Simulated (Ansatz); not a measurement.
Ansatz (an electronic-structure program) input (HF/STO-3G):

Ansatz 0.2 input:
```yaml
crystal:
  periodic: [false, false, false]
  atoms:
    - {symbol: C, position_ang: [-0.00139165, -0.00334083, 0.58589379]}
    - {symbol: C, position_ang: [0.00267198, 1.27254219, -0.25206775]}
    - {symbol: C, position_ang: [-0.00144008, -1.26958484, -0.26657299]}
    - {symbol: H, position_ang: [-0.87744234, -0.00566370, 1.24134070]}
    - {symbol: H, position_ang: [0.87153550, -0.00851641, 1.24547871]}
    - {symbol: H, position_ang: [0.00264334, 2.16564392, 0.37573330]}
    - {symbol: H, position_ang: [-0.00436951, -2.16978780, 0.35099555]}
    - {symbol: H, position_ang: [0.88562788, 1.31645313, -0.89469099]}
    - {symbol: H, position_ang: [-0.87708528, 1.31932823, -0.89886150]}
    - {symbol: H, position_ang: [-0.88133215, -1.30614068, -0.91384229]}
    - {symbol: H, position_ang: [0.88138101, -1.30901578, -0.90967178]}
basis:
  gaussian:
    orbitals: STO-3G
hamiltonian:
  xc: {name: HF}
relax: {f_tol: 0.003, max_steps: 120}
```

### Question
Predict the final energy.

### Answer
-116.88642 Eh.
